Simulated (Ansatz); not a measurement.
Geometry optimisation, RKS PBE0/def2-SVP in Ansatz.

Input file:

```yaml
crystal:
  periodic: [false, false, false]
  atoms:
    - { symbol: F, position_ang: [-1.4528, -2.2799, 0.2659] }
    - { symbol: Al, position_ang: [-0.1682, -1.1143, 0.6931] }
    - { symbol: Si, position_ang: [0.1194, 0.8831, -0.5445] }
    - { symbol: H, position_ang: [0.881, -1.4519, 1.9084] }
    - { symbol: H, position_ang: [-0.03882, 2.03757, 0.31657] }
    - { symbol: H, position_ang: [1.45511, 0.87423, -1.19794] }
    - { symbol: H, position_ang: [-0.92436, 0.91185, -1.64636] }
basis:
  gaussian: { orbitals: def2-SVP }
hamiltonian:
  xc: pbe0
relax:
  f_tol: 0.015
  max_steps: 40
```

Command:

```bash
$ ansatz run input.yaml --threads 1 --pin off --max-ram 2048MiB --backend cpu --events-out ev --progress --plain --runs-dir out
```

Where does it end, and by what steps?

The run converged. After 7 steps the energy has fallen by 0.294 eV; H4 moved furthest, 0.18 Å.

```json
{"step": "0", "energy less start (eV)": "0.0000", "largest force component (eV/Å)": "2.202", "accepted": "yes"}
{"step": "1", "energy less start (eV)": "-0.2301", "largest force component (eV/Å)": "1.251", "accepted": "yes"}
{"step": "2", "energy less start (eV)": "-0.2874", "largest force component (eV/Å)": "0.163", "accepted": "yes"}
{"step": "3", "energy less start (eV)": "-0.2914", "largest force component (eV/Å)": "0.061", "accepted": "yes"}
{"step": "4", "energy less start (eV)": "-0.2927", "largest force component (eV/Å)": "0.031", "accepted": "yes"}
{"step": "5", "energy less start (eV)": "-0.2935", "largest force component (eV/Å)": "0.016", "accepted": "yes"}
{"step": "6", "energy less start (eV)": "-0.2935", "largest force component (eV/Å)": "0.020", "accepted": "yes"}
{"step": "7", "energy less start (eV)": "-0.2935", "largest force component (eV/Å)": "0.000", "accepted": "yes"}
```

```xyz
7
Properties=species:S:1:pos:R:3
F -1.354 -2.235 0.342
Al -0.130 -1.167 0.731
Si 0.093 0.876 -0.599
H 0.784 -1.600 1.952
H -0.039 2.082 0.282
H 1.452 0.936 -1.229
H -0.934 0.969 -1.683
```

Whether the end is a true minimum wasn't checked by a vibrational analysis.

Run time: 35 s on 1 thread of Intel(R) Xeon(R) Processor @ 2.50GHz (Skylake/Cascade Lake) (shared host), peak memory 0.14 GiB.
